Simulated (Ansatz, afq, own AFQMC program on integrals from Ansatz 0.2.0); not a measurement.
**CH₃, quartet: AFQMC among the cluster methods**

```yaml
atoms:
  - { symbol: C, position_ang: [0.0000, 0.0000, 0.0000] }
  - { symbol: H, position_ang: [1.0799, 0.0140, -0.0003] }
  - { symbol: H, position_ang: [-0.5521, 0.9282, -0.0027] }
  - { symbol: H, position_ang: [-0.5278, -0.9423, 0.0031] }
```

Basis aug-cc-pVTZ. Only valence electrons are correlated. AFQMC by an in-house program on the Cholesky factors that Ansatz 0.2.0 writes for its CCSD(T) run. The CISD trial takes its coefficients from CCSD amplitudes. Released means that phaseless walkers are propagated on without the constraint, phases kept. Uncertainties: one standard error, sampling alone.

Determinant: UHF, the one that the program's search chose, which needn't be the lowest solution. The geometry is a PBE0/def2-TZVP stationary point of this or a neighbouring charge and spin state.

No full CI on the walks' own integrals is used here; CCSDT(Q) serves as the reference and is uncertain by about the last step of the cluster series.

Cautions: another spin lies lower (by 10.64 eV); raised T1 diagnostic (T1 0.047, weight of the determinant 0.90, largest double 0.05); the released energies are still falling, so no released level is given (meV from the phaseless value at times in 1/Eh: -7 ± 5 at 0.24, -11 ± 3 at 0.51, -19 ± 4 at 0.99, -24 ± 5 at 1.62, -25 ± 9 at 2.40).

The T1 diagnostic is 0.0472, the weight of the determinant in the CISD state is 0.902 and the ⟨S²⟩ of the determinant is 3.759. The size of the correlated space is 7 electrons in 114 orbitals.

```csv
level,correlation energy (eV)
MP2,-3.6438
CCSD,-4.2810
CCSD(T),-4.4370
```

(1) Estimate where phaseless AFQMC with a CISD trial lies against CCSD(T) on the same integrals.

(1) 0.52 ± 0.15 mEh below CCSD(T).

Reference: CCSDT(Q), correlation energy -4.488 eV.

| level | E − E(reference) (mEh) | share of correlation (%) |
| --- | --- | --- |
| CCSD(T) | 1.88 | 98.86 |
| CCSDT | 0.29 | 99.82 |
| ph-AFQMC/CISD | 1.36 ± 0.15 | 99.18 |
